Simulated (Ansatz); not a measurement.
We consider diamond-structure Ge, described by G0W0@PBE0 (hard PAW, contour deformation, complete-basis limit; Ansatz, a quantum-chemistry and plane-wave program).

Settings: largest k mesh 8×8×8 (not extrapolated in the mesh).

Cell (measured lattice):

```
Ge
1.0
    0.00000     2.82900     2.82900
    2.82900     0.00000     2.82900
    2.82900     2.82900     0.00000
Ge
2
Direct
  0.00000   0.00000   0.00000
  0.25000   0.25000   0.25000
```

Q: Predict the band gap.

A: 
* **band gap**: 1.09 eV (indirect)

Measured, for comparison: band gap 0.79 eV (measured zero-point renormalisation of 52 meV added back here; inputs from Miglio et al. (2020), arXiv:2011.12765).

Note: filled d or f shells below the valence bands can shift G0W0 gaps through exchange with them, which wasn't tested here; GW on a hybrid start was not checked against another program; cell and atoms aren't relaxed at this level; the gap holds a correction of -0.01 eV to the complete basis.

Spin–orbit coupling is not included.
